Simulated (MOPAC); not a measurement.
MOPAC input (PM6):

```
PM6 FORCE THERMO(298,298) PRECISE LET UHF MS=0.5 GEO-OK AUX(PRECISION=9) THREADS=1
BCl2

B    -0.00399340 1    0.52001229 1   -0.02890843 1
Cl    1.59184464 1   -0.04252701 1    0.00764893 1
Cl   -1.59100115 1   -0.06750806 1   -0.00153189 1
```

Question: Which zero-point energy does it print?

Answer: 2.62 kcal/mol, from the harmonic wavenumbers of PM6.
